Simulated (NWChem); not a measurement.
**Correlation energy of Al**

```xyz
1

Al     0.0000     0.0000     0.0000
```
Charge 0, spin multiplicity 2.

The numbers come from NWChem runs, not from measurements.

Basis set: 6-311G**. Each correlation energy counts from its own Hartree-Fock reference.

```tsv
method	correlation energy (mHa)
UMP2	-30.1
SCS-UMP2	-34.6
CCSD on UHF	-44.5
CCSD[T] on UHF	-45.1
CCSD(T) on UHF	-45.0
CCSD on ROHF	-46.6
CCSD[T] on ROHF	-47.2
CCSD(T) on ROHF	-47.2
CCSDT on ROHF	-47.4
```

The values span 17.3 mHa, from CCSDT on ROHF (lowest) to UMP2 (highest). 

The correlated methods keep 5 core orbitals frozen. The Pople sets run with spherical d functions. No SCF solution was tested for a lower state. Open-shell Hartree-Fock references start from PBE0 orbitals. Coupled-cluster values serve here as a point of comparison, not as the truth.
